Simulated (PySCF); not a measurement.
Atom-mapped SMILES (the numbers label the heavy atoms): `[CH:1]#[C:2][CH2:3][N:4]=[CH2:5]`. Hydrogens are named by the atom that carries them. Ha(C5) is cis to C3; Hb(C5) is trans to C3.

GIAO PBE0/pcSseg-1 shifts (PySCF 2.14, gas phase, non-relativistic, equivalent atoms averaged), each against references optimised in the same way as the molecule (TMS, NH3).

On the GFN2-xTB geometry: C5 156.2, C1 86.1, C2 80.7, C3 50.1, N4 388.1, Ha(C5) 8.05, Hb(C5) 7.62, H(C3) 4.98, H(C1) 2.05 ppm.

Question: What changes on the PBE0-D3(BJ)/def2-SVP geometry?

Answer: 
```tsv
atoms	δ (ppm)	change
C5	158.6	+2.4
C1	85.8	-0.3
C2	79.4	-1.3
C3	49.7	-0.4
N4	389.6	+1.5
Ha(C5)	7.95	-0.10
Hb(C5)	7.54	-0.08
H(C3)	4.70	-0.28
H(C1)	2.46	+0.41
```

Part of each change is the reference's own: σ(TMS, C) goes from 186.9 to 184.4 ppm, σ(NH3, N) goes from 267.7 to 265.7 ppm, σ(TMS, H) goes from 31.72 to 31.27 ppm.

Bonds between heavy atoms that differ most (equivalent bonds averaged): C1–C2 1.197 → 1.211 Å, N4–C5 1.250 → 1.262 Å, C2–C3 1.454 → 1.463 Å, C3–N4 1.440 → 1.448 Å. Mean change of bonds to hydrogen: C–H +0.014 Å.
